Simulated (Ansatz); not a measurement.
The input, for Ansatz 0.2.0:

```yaml
crystal:
  periodic: [false, false, false]
  atoms:
    - {symbol: Hf, position_ang: [0.000000, 0.000000, 0.000000]}
    - {symbol: H, position_ang: [0.000000, 0.000000, 1.864769]}
basis:
  gaussian: {orbitals: def2-SVPD, fitting: {mean_field: def2-universal-jkfit}}
magnetization: {spin_polarized: false, initial_magnetization: 3}
correlation: {method: ccsdt_q, electrons: outside_noble_gas}
scf: {lower_state_search: light}
```

```sh
$ ansatz run in.yaml --threads 1 --pin off --events-out ev --progress --plain --max-ram 2393MiB
```

Log:

```
245 factors; integrals over basis functions are off by at most 3.3e-1 eV
mean field evaluation 1: about -1301.6474 eV, gradient 1.2e1 eV
mean field evaluation 2: about -1302.8688 eV, gradient 9.2e0 eV
mean field evaluation 4: about -1303.5119 eV, gradient 1.5e0 eV
mean field evaluation 8: about -1303.5488 eV, gradient 4.4e-4 eV
mean field evaluation 16: about -1304.0421 eV, gradient 1.6e-6 eV
mean field evaluation 32: about -1301.6474 eV, gradient 1.2e1 eV
mean field evaluation 64: about -1303.6880 eV, gradient 3.9e-1 eV
mean field evaluation 96: about -1304.0063 eV, gradient 8.5e-1 eV
mean field evaluation 128: about -1303.6892 eV, gradient 5.9e-1 eV
mean field evaluation 160: about -1303.5485 eV, gradient 2.1e0 eV
...
cycle  40  -1.61453216 eV  change    1.2e-5 eV  update   1.2e-5
cycle  41  -1.61451770 eV  change    1.4e-5 eV  update   9.7e-6
cycle  42  -1.61450646 eV  change    1.1e-5 eV  update   7.7e-6
cycle  43  -1.61450084 eV  change    5.6e-6 eV  update   6.1e-6
cycle  44  -1.61450047 eV  change    3.6e-7 eV  update   4.9e-6
cycle  45  -1.61449710 eV  change    3.4e-6 eV  update   4.0e-6
cycle  46  -1.61449683 eV  change    2.7e-7 eV  update   2.6e-6
cycle  47  -1.61449903 eV  change   -2.2e-6 eV  update   1.9e-6
cycle  48  -1.61450097 eV  change   -1.9e-6 eV  update   1.3e-6
cycle  49  -1.61450113 eV  change   -1.7e-7 eV  update   5.2e-7
perturbative correction -0.00243222 eV, -0.0000893823 hartree
Total energy: -1305.65900616 eV, -47.9820834689 hartree
```

Ran on 1 thread of Arm Neoverse V1, shared host: 18 s wall, 0.15 GiB peak host memory.
